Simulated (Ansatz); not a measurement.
System: NO2, net charge 0, doublet state. It need not be the lowest isomer of its formula. 
Geometry from a B3LYP-D3(BJ)/def2-TZVP (Ansatz, a quantum-chemistry and plane-wave program) optimisation:
```xyz
3

N      0.0007    -0.0065     0.3208
O      0.0274     1.0999    -0.1182
O     -0.0281    -1.0942    -0.1625
```
Charge 0, spin multiplicity 2.

Parts of the frozen-core correlation energy in cc-pVDZ (Ansatz, hartree). Frozen orbitals: 3; correlated occupied orbitals by spin: 9 and 8; virtual: 30 and 31. UHF or UKS for open shells. Spin-orbit coupling is left out. Non-relativistic.

```tsv
term	value
reference (HF)	-204.04908
MP2 opposite-spin	(withheld)
MP2 same-spin	(withheld)
CCSD correlation	(withheld)
(T)	-0.02347
CCSDT minus CCSD(T)	-0.00057
T1 diagnostic	0.024
largest doubles amplitude	0.101
<S^2> of the reference	0.768
```

### Question
Some entries are withheld; supply them.

### Answer

- MP2 opposite-spin, value: -0.38430
- MP2 same-spin, value: -0.15473
- CCSD correlation, value: -0.53112
